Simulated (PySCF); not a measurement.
Molecule: `BC#C`, C2H3B.

Mapped SMILES: `[BH2:1][C:2]#[CH:3]`. Each H is labelled by its parent atom.

Geometry PBE0-D3(BJ)/def2-SVP throughout; GIAO in PySCF 2.14, gas phase, one conformer, non-relativistic; equivalent atoms averaged; functional PBE0.

Task: How do the shifts δ (against BF3·OEt2, TMS at the same level) depend on the basis set? (ppm; last column core-seconds on shared hosts with different chips, so compare them loosely)

Result: 
```csv
basis set,functions,B1,C3,C2,H(B1),H(C3),core-s
STO-3G,18,71.1,122.3,75.1,6.62,6.05,0.84
6-31G,33,64.8,137.7,91.6,7.71,6.04,1.5
pcSseg-0,33,75.8,158.0,104.3,7.98,5.94,1.3
6-31G*,48,65.4,133.6,86.4,6.98,5.54,1.8
def2-SVP,57,68.5,139.3,90.3,6.95,5.72,2.1
cc-pVDZ,57,68.6,139.6,91.2,7.01,5.87,2.1
pcSseg-1,66,70.2,148.9,98.9,6.82,5.92,2.5
aug-cc-pVDZ,96,64.5,135.3,90.9,7.09,5.93,3.4
"6-311+G(2d,p)",99,68.0,145.3,97.4,6.94,5.79,3.8
def2-TZVP,111,68.9,145.6,97.8,6.94,5.78,5.2
cc-pVTZ,132,67.7,145.6,97.8,6.80,5.79,4.9
IGLO-III,135,72.4,149.3,99.6,6.87,5.84,5.1
pcSseg-2,150,72.0,150.6,100.8,6.76,5.77,4
pcSseg-3,315,72.0,150.3,100.7,6.73,5.77,23
```

Task: Which nucleus moves most, in ppm?

Result: C3 (terminal alkyne carbon): from 122.3 ppm with STO-3G to 158.0 ppm with pcSseg-0. The smallest spread is 0.51 ppm, at H(C3). Proton shifts span only some 12 ppm, so a few tenths of a ppm matter as much there as several ppm in carbon.

Task: Taking the largest basis, pcSseg-3 (315 functions), as the yardstick, rank the others by their worst heavy-atom deviation.

Result: pcSseg-2 0.2 ppm (150 functions), IGLO-III 1.1 ppm (135 functions), pcSseg-1 1.8 ppm (66 functions), cc-pVTZ 4.7 ppm (132 functions), def2-TZVP 4.7 ppm (111 functions), 6-311+G(2d,p) 5.0 ppm (99 functions), pcSseg-0 7.7 ppm (33 functions), cc-pVDZ 10.7 ppm (57 functions), def2-SVP 11.0 ppm (57 functions), 6-31G 12.6 ppm (33 functions), aug-cc-pVDZ 15.1 ppm (96 functions), 6-31G* 16.7 ppm (48 functions), STO-3G 28.0 ppm (18 functions).

A small basis that lands close on one nucleus may do so by chance; judge by the trend and by all nuclei.
